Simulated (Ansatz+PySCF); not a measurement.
Results of a calculation; reference values are marked as such.
Input for PySCF 2.14.0:

```python
from pyscf import gto, scf

mol = gto.M(atom="""
B -0.032690 -0.010530 0.036340
H 1.217240 0.019460 -0.044800
H -0.571120 1.027010 -0.033870
H -0.606380 -1.003320 -0.027610
""", basis='def2-svp', charge=0, spin=0)
mf = scf.UHF(mol)
mf.init_guess = '1e'
mf.kernel()
while True:  # follow internal instabilities
    mo, _, stable, _ = mf.stability(return_status=True)
    if stable: break
    mf.kernel(mf.make_rdm1(mo, mf.mo_occ))
print(mf.converged, mf.e_tot, mf.spin_square()[0])
```

The script is written out from the run's settings.

Results

```yaml
Converged: yes
Total_energy: -26.36615 hartree
Spin_squared_of_the_determinant: 0.000
```
